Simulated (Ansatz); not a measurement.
Ansatz (an electronic-structure program) input (B3LYP/LANL2DZ): The .json file is the Basis Set Exchange's LANL2DZ.

Ansatz 0.2 input:
```yaml
crystal:
  periodic: [false, false, false]
  atoms:
    - {symbol: C, position_ang: [0.00000000, -0.00000000, 0.00000000]}
    - {symbol: H, position_ang: [-0.00996657, 1.09156801, -0.02069198]}
    - {symbol: H, position_ang: [0.95018374, -0.53760457, -0.01343118]}
    - {symbol: H, position_ang: [-0.94021717, -0.55396344, 0.03412316]}
basis:
  gaussian:
    orbitals: LANL2DZ.json
hamiltonian:
  xc: {name: B3LYP}
total_charge: 1
relax: {f_tol: 0.003, max_steps: 120}
```

Task: What final total energy does it give?

Result: -39.47486 Eh.
